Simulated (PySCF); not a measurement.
Gas-phase reaction: 4 H₃SiNH₂ + 2 H = i-Si₄H₁₀ + 4 NH₃

Energies from PySCF, thermal terms from the rigid-rotor harmonic-oscillator model, ideal gas at 1 bar. † marks an energy on the PBE0/def2-TZVP geometry and frequencies; other levels use their own. 6-31G* has spherical d functions here. Open shells (unrestricted): H (multiplicity 2); the rest are closed-shell singlets. B3LYP is the form with VWN-RPA correlation. H₃SiNH₂: computed as isolated molecules; such fragments, hydroxides, amides, oligomers or adducts are transient or little studied in the gas. The harmonic model lacks anharmonicity and excited electronic states, which grow with temperature; levels with a mode under 35 cm⁻¹ are left out. Internal rotation in H₃SiNH₂, i-Si₄H₁₀ is treated as a harmonic vibration of one conformer, which makes the entropy rough.

```json
[
 {"level": "B3LYP/6-31G*", "ΔE electronic, kJ": "-336", "ΔH°(298 K), kJ": "-280", "ΔS°(298 K), J/K": "-100", "ΔG°(1600 K), kJ": "-86"},
 {"level": "B3LYP/def2-TZVP†", "ΔE electronic, kJ": "-322", "ΔH°(298 K), kJ": "-267", "ΔS°(298 K), J/K": "-108", "ΔG°(1600 K), kJ": "-62"},
 {"level": "HF/def2-TZVP†", "ΔE electronic, kJ": "-165", "ΔH°(298 K), kJ": "-109", "ΔS°(298 K), J/K": "-108", "ΔG°(1600 K), kJ": "96"},
 {"level": "PBE/def2-SVP", "ΔE electronic, kJ": "-354", "ΔH°(298 K), kJ": "-301", "ΔS°(298 K), J/K": "-100", "ΔG°(1600 K), kJ": "-109"},
 {"level": "PBE/def2-TZVP†", "ΔE electronic, kJ": "-362", "ΔH°(298 K), kJ": "-307", "ΔS°(298 K), J/K": "-108", "ΔG°(1600 K), kJ": "-102"},
 {"level": "ωB97M-V/def2-TZVP†", "ΔE electronic, kJ": "-310", "ΔH°(298 K), kJ": "-254", "ΔS°(298 K), J/K": "-108", "ΔG°(1600 K), kJ": "-49"},
 {"level": "ωB97X-V/def2-TZVP†", "ΔE electronic, kJ": "-322", "ΔH°(298 K), kJ": "-266", "ΔS°(298 K), J/K": "-108", "ΔG°(1600 K), kJ": "-62"}
]
```
ΔH° is lowest at PBE/def2-TZVP† and highest at HF/def2-TZVP†. No reference value is set beside these.
